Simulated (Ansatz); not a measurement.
# How far each method lies from full CI for CH2⁻, quartet

Geometry: that of the CH2⁻, doublet, kept fixed. The doublet lies 1.8 eV lower here.

```xyz
3

C     0.0000   -0.1029    0.0000
H     0.0000    0.6132   -0.8679
H     0.0000    0.6132    0.8679
```

Basis aug-cc-pVDZ; Ansatz 0.2.0. Only valence electrons are correlated (noble-gas cores frozen), which leaves 7 electrons in 40 orbitals. Prefix R: restricted or restricted open-shell reference; prefix U: unrestricted. Active spaces: valence = (7e, 6o) chosen from the atoms' valence shells. This anion state lies near or above the neutral species, so the extra electron is weakly bound or unbound and the energies hang on the diffuse functions.

Full CI is exact within this basis and frozen core; it isn't the basis-set limit. The frozen core follows each run's orbitals, which can shift R against U totals by a few meV.

For open shells CISD and CISDTQ are restricted-active-space CI with the open shells as a complete middle space.

```
UHF ⟨S²⟩                          : 3.763
T1 diagnostic (RCCSD)             : 0.0232
largest doubles amplitude (RCCSD) : 0.037
T1 diagnostic (UCCSD)             : 0.0191
```

| level | E − E(RHF) (eV) |
| --- | --- |
| UHF | -0.1061 |
| RMP2 | -2.9061 |
| UMP2 | -2.9111 |
| RCCSD | -3.5059 |
| UCCSD | -3.5070 |
| RCCSD(T) | -3.5887 |
| UCCSD(T) | -3.5889 |

Question: Estimate how far full CI in aug-cc-pVDZ lies from RCCSD(T). The table doesn't fix it; the size of (T) and the diagnostics are the guide.

Answer: Full CI in aug-cc-pVDZ lies 2.0 kJ/mol below RCCSD(T), which is 25 % of the (T) step (-8.0 kJ/mol). The diagnostics are small and one determinant leads, so the series closes fast and only a small part of (T) is left.

The other levels:

```json
{"level": "CISD", "E − E(full CI) (kJ/mol)": "18.9", "share of correlation (%)": "94.58", "wall time": "2.1 s"}
{"level": "BCCD(T)", "E − E(full CI) (kJ/mol)": "2.0", "share of correlation (%)": "99.43", "wall time": "2.8 s"}
{"level": "RCCSDT", "E − E(full CI) (kJ/mol)": "0.3", "share of correlation (%)": "99.90", "wall time": "–"}
{"level": "UCCSDT", "E − E(full CI) (kJ/mol)": "0.3", "share of correlation (%)": "99.92", "wall time": "–"}
{"level": "CISDTQ", "E − E(full CI) (kJ/mol)": "0.3", "share of correlation (%)": "99.92", "wall time": "12 s (H100)"}
{"level": "RCCSDT(Q)", "E − E(full CI) (kJ/mol)": "0.0", "share of correlation (%)": "99.99", "wall time": "19 s"}
{"level": "UCCSDT(Q)", "E − E(full CI) (kJ/mol)": "0.0", "share of correlation (%)": "100.01", "wall time": "17 s"}
{"level": "RCCSDTQ", "E − E(full CI) (kJ/mol)": "0.0", "share of correlation (%)": "100.00", "wall time": "11 s (H100)"}
{"level": "UCCSDTQ", "E − E(full CI) (kJ/mol)": "-0.1", "share of correlation (%)": "100.02", "wall time": "11 s (H100)"}
{"level": "CASSCF (valence space)", "E − E(full CI) (kJ/mol)": "308.8", "share of correlation (%)": "11.33", "wall time": "–"}
{"level": "NEVPT2 (valence space)", "E − E(full CI) (kJ/mol)": "74.8", "share of correlation (%)": "78.51", "wall time": "0.91 s"}
{"level": "MRCISD (valence space)", "E − E(full CI) (kJ/mol)": "16.0", "share of correlation (%)": "95.42", "wall time": "–"}
{"level": "MRCISD+Q (valence space)", "E − E(full CI) (kJ/mol)": "0.0", "share of correlation (%)": "99.99", "wall time": "1.5 s"}
```

The correlation energy at full CI, counted from RHF, is -3.609 eV. That run took 62 s on 5 threads of AMD EPYC 7R13 with a whole H100 80 GB, shared host over 128,292,798 determinants.

Times hold each run's SCF and search for its determinant on a shared host, so for small cases they say little of a method's own cost; rows without a card ran on 1 thread of AMD EPYC 7R13.

The full-CI state has the irrep B1 of C2v, in the program's axes.

Natural occupations of full CI about the gap: 1.961 1.946 0.992 0.991 0.987 0.030 0.023 0.010 0.010 0.009; effectively unpaired electrons, Σ n²(2−n)², 3.02.
